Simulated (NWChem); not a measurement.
Species: benzene (C6H6); SMILES c1ccccc1

All runs: NWChem. Pople sets run with spherical d functions. Coordinates come from a B3LYP/6-31G* (spherical d) optimisation. Level: PBE0/6-31G* with COSMO at NWChem's default radii, gas-phase geometry; rows give the dielectric constant.

For dielectric constant 2.0:

| Item | Value |
|---|---|
| electrostatic solvation energy (kcal/mol) | -1.5 |

Task: Estimate the same quantities for dielectric constant 25.0.

Result: 
| Item | Result |
|---|---|
| electrostatic solvation energy (kcal/mol) | -3.1 |
